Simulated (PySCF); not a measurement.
`InChI=1S/C4H7Cl/c5-3-4-1-2-4/h4H,1-3H2`

Molfile (atoms numbered from 1):
```
C4H7Cl
     RDKit          3D

 12 12  0  0  0  0  0  0  0  0999 V2000
    1.4188   -2.2385    0.8035 Cl  0  0  0  0  0  0  0  0  0  0  0  0
    1.2713   -0.5026    0.3820 C   0  0  0  0  0  0  0  0  0  0  0  0
    0.0840   -0.2397   -0.4779 C   0  0  0  0  0  0  0  0  0  0  0  0
   -0.5483    1.1200   -0.4210 C   0  0  0  0  0  0  0  0  0  0  0  0
   -1.2595   -0.0659    0.1531 C   0  0  0  0  0  0  0  0  0  0  0  0
    1.2006    0.0391    1.3256 H   0  0  0  0  0  0  0  0  0  0  0  0
    2.2031   -0.2296   -0.1127 H   0  0  0  0  0  0  0  0  0  0  0  0
    0.1088   -0.7265   -1.4464 H   0  0  0  0  0  0  0  0  0  0  0  0
   -0.1311    1.8438    0.2692 H   0  0  0  0  0  0  0  0  0  0  0  0
   -0.9144    1.5458   -1.3463 H   0  0  0  0  0  0  0  0  0  0  0  0
   -1.3140   -0.1503    1.2319 H   0  0  0  0  0  0  0  0  0  0  0  0
   -2.1229   -0.4540   -0.3710 H   0  0  0  0  0  0  0  0  0  0  0  0
  1  2  1  0
  2  3  1  0
  3  4  1  0
  4  5  1  0
  5  3  1  0
  2  6  1  0
  2  7  1  0
  3  8  1  0
  4  9  1  0
  4 10  1  0
  5 11  1  0
  5 12  1  0
M  END
```

Method used: quadratic response CAM-B3LYP/def2-TZVPD first hyperpolarisability, Taylor convention, gas phase (PySCF 2.14.0). Geometry: PBE0-D3(BJ)/def2-TZVP.

Give the tensor of the second harmonic β(−2ω;ω,ω) at 1064 nm in the axes of these coordinates.

In au, Taylor convention; rows are the first index (the induced dipole):
```csv
,xx,yy,zz,xy,xz,yz
x,-25.3,-27.4,-6.9,+36.5,-19.9,+13.8
y,+36.9,+11.0,+16.4,-27.3,+13.7,-10.6
z,-19.9,-10.4,-16.9,+13.6,-6.7,+16.0
```
Norm of βᵢ = ⅓ Σⱼ (βᵢⱼⱼ + βⱼᵢⱼ + βⱼⱼᵢ): 99.2 au, hyper-Rayleigh value 42.3 au.
